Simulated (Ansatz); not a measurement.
# CH4MgSi (SMILES [MgH][CH]=[SiH2]): one structure at several levels

An exercise on one series of results from a longer session: the logs are not shown, and one member is left open.

Program: Ansatz 0.2.0, Gaussian basis. Level of theory: single points in def2-TZVPP. These are calculated values, not measurements.

Correlated methods freeze the cores. The outer core shell of Li, Na, Mg and K is correlated.

### Where the work starts

SMILES `[MgH][CH]=[SiH2]`, 7 atoms, charge 0, spin multiplicity 1.

Atoms are counted from 1 here; the program's logs count them from 0.

Bond lengths: Mg1–C2 2.158 Å, Mg1–H4 1.785 Å, C2–Si3 1.826 Å, C2–H5 1.146 Å, Si3–H6 1.554 Å, Si3–H7 1.502 Å. Angles: C2–Mg1–H4 169.2°, Mg1–C2–Si3 121.2°, Mg1–C2–H5 122.0°, Si3–C2–H5 116.6°, C2–Si3–H6 118.3°, C2–Si3–H7 131.0°, H6–Si3–H7 110.7°.

Geometry (Å):

```mol
CH4MgSi
  3D, bonds by distance, orders not assigned

  7  6  0  0  0  0  0  0  0  0999 V2000
   -1.7295   -0.2416   -1.0603 Mg  0  0
    0.2278   -0.7325   -0.2964 C   0  0
    1.1284    0.4116    0.8049 Si  0  0
   -3.2905    0.4663   -1.5573 H   0  0
    0.7275   -1.7422   -0.5076 H   0  0
    0.4624    1.7701    1.1610 H   0  0
    2.4892    0.3078    1.4316 H   0  0
  1  2  8  0
  1  4  8  0
  2  3  8  0
  2  5  8  0
  3  6  8  0
  3  7  8  0
M  END
```

Set-up of the first run:

run/in.yaml

```yaml
crystal:
  periodic: [false, false, false]
  atoms:
    - {symbol: Mg, position_ang: [-1.729500, -0.241600, -1.060300]}
    - {symbol: C, position_ang: [0.227800, -0.732500, -0.296400]}
    - {symbol: Si, position_ang: [1.128400, 0.411600, 0.804900]}
    - {symbol: H, position_ang: [-3.290500, 0.466300, -1.557300]}
    - {symbol: H, position_ang: [0.727500, -1.742200, -0.507600]}
    - {symbol: H, position_ang: [0.462400, 1.770100, 1.161000]}
    - {symbol: H, position_ang: [2.489200, 0.307800, 1.431600]}
basis:
  gaussian: {orbitals: def2-TZVPP}
correlation: {method: ccsd_t}
output: {forces: true}
```

Run with:

```bash
$ ansatz run in.yaml --threads 4 --pin off --events-out ev --progress --plain --max-ram 5222MiB
```

Among the steps run: CCSD(T)/def2-TZVPP; PBE0-D4/def2-TZVPP; wB97M-V/def2-TZVPP; r2SCAN-D4/def2-TZVPP; PBE-D4/def2-TZVPP; r2SCANh-D4/def2-TZVPP; LC-wPBE/def2-TZVPP.

One of the session's tables, all rows but one given; the rest of the session is left out.

```
    method  RMS force component (eV/Å)  angle to CCSD(T) forces (°)  dipole (D)
   CCSD(T)                       0.716                    reference        1.00
   PBE0-D4                       0.833                          9.0        0.94
   wB97M-V                       0.893                          9.1        0.98
 r2SCAN-D4                       0.789                          7.7        0.98
    PBE-D4                           ?                            ?           ?
r2SCANh-D4                       0.825                          7.6        0.98
   LC-wPBE                       0.991                         13.1        0.99
```

**Question.** Estimate the row for PBE-D4.

The run gave: RMS force component (eV/Å): 0.712; angle to CCSD(T) forces (°): 10.3; dipole (D): 0.92. In the column «RMS force component (eV/Å)» it is the lowest.
